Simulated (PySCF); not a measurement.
# Structure from 2D NMR

Compound of formula C$_{2}$H$_{2}$F$_{2}$O. Correlations simulated from computed shifts and couplings:

HSQC (one-bond C–H):
```tsv
δH	δC	1J(C,H) (Hz)
3.08	55.1	187
```

HMBC (two and three bonds, |J| ≥ 2.5 Hz):
```tsv
δH	δC [abs. J in Hz]
3.08	116.1 [4.3]
```

Carbons without hydrogens: δ 116.1.

How the numbers were obtained: spin–spin couplings from B3LYP/pcJ-1, shieldings: GIAO B97-2/pcSseg-2, geometry: PBE0-D3(BJ)/def2-SVP, in PySCF 2.14.0 with density-fitted response routines (no solvent model, non-relativistic, a single conformation, rapidly exchanging positions averaged).

Referencing at the same level of theory: TMS for 1H (31.36 ppm) and 13C (183.46 ppm).

Exchangeable hydrogens are left out of these lists, and C,H couplings along chains are those of one rotamer, so weak HMBC peaks may be missing or extra.

Task: Work out the connectivity.

Result: `FC1(F)CO1`.

Mapped SMILES: `[F:1][C:2]1([F:3])[CH2:4][O:5]1`; H(Xn) means a hydrogen on atom n.

δC 116.1 is C2, an epoxide ring carbon. δC 55.1 is C4, an epoxide ring carbon (δH 3.08). HMBC from δH 3.08 reaches the proton-free carbon C2.

Common functionals overestimate the size of one-bond C–F couplings by tens of Hz; these are unscaled. Shifts are as computed. Against solution values, carbons near 30 ppm lie about +4 ppm off and those near 130 ppm about +7 ppm. Of 1211 compounds with measured shifts, 218 miss one by over three times the rms of a fit or turn the order of signals round; such compounds aren't used in these exercises.
